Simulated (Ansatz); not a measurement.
System: rutile MnO2. Method: r²SCAN (PAW; Ansatz, a quantum-chemistry and plane-wave program).

Run with plane-wave cutoff 560 eV, 8×8×12 k mesh (along the axes of the cell as run), Fermi–Dirac smearing 0.01 eV, spin-polarised with opposed moments, scalar-relativistic PAW data made under PBE.

Cell (measured lattice):

```
MnO2
1.0
    4.39830     0.00000     0.00000
    0.00000     4.39830     0.00000
    0.00000     0.00000     2.87300
Mn O
2 4
Direct
  0.00000   0.00000   0.00000
  0.50000   0.50000   0.50000
  0.30465   0.30465   0.00000
  0.80465   0.19535   0.50000
  0.19535   0.80465   0.50000
  0.69535   0.69535   0.00000
```
Starting moments (μB, in the order of the record's atoms Mn Mn O O O O): 3.0 -3.0 0.0 0.0 0.0 0.0.

Question: Predict the band gap, direct gap at Γ and magnetic moment (largest site, within a sphere).

Answer: 
* **band gap**: 0.39 eV (direct)
* **direct gap at Γ**: 0.67 eV
* **magnetic moment (largest site, within a sphere)**: 2.41 μB

Note: the collinear magnetic order is the start's and need not be the measured one; cell and atoms aren't relaxed at this level (largest force component 0.05 eV/Å, pressure -2.9 GPa); without U or exact exchange, gaps and moments of open d shells tend to come out too small.

Moments are spin moments.

The computed numbers hold no vibrational or temperature effects.

Computing time: around 2.9 core-minutes (rough).
